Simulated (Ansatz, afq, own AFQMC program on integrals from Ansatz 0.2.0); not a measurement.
## Atomization energy of AlH4, doublet

```xyz
5

Al   -0.0599    0.0001   -0.1328
H     0.4487    0.0018    1.9858
H    -0.3171   -0.0089    1.9564
H     0.7333    1.3833   -0.1888
H     0.7376   -1.3801   -0.1993
```

Atoms in their ground-state spins without spin–orbit coupling (mostly on UHF) minus the molecule (UHF), without zero-point energy. The geometry is a stationary point, not shown to be a minimum.

Basis 6-31G. Noble-gas cores (and the filled d shells of Ga–Kr and In–Xe) are frozen. Integrals, coupled cluster, full CI and functionals: Ansatz 0.2.0; the random walks run on the same integrals in our own AFQMC program. ph-AFQMC/CISD is guided by a CISD state made of CCSD amplitudes; releasing the constraint for a short imaginary time cuts its bias at the price of noise, slowly where states lie close. Uncertainties: one standard error, sampling alone. The errors of all members are added in quadrature.

Full CI on the same integrals is exact in this basis and with this determinant's frozen core.

Errors are counted within 6-31G, not against nature.

Reference (full CI): 793.2 kJ/mol.

```tsv
level	atomization energy (kJ/mol)	error against FCI (kJ/mol)
HF	682.7	-110.5
MP2	767.2	-26.0
CCSD	791.0	-2.2
CCSD(T)	792.5	-0.8
ph-AFQMC/HF	800.6 ± 1.4	7.3 ± 1.4
ph-AFQMC/CISD	793.2 ± 0.05	-0.1 ± 0.05
released AFQMC	793.3 ± 0.03	0.0 ± 0.03
```

Correlation beyond CCSD(T) adds 0.8 kJ/mol. The perturbative (T) step is worth +1.4 kJ/mol.

Released energies are given only where the last usable release times agree within the noise; a slower fall can still hide under it.
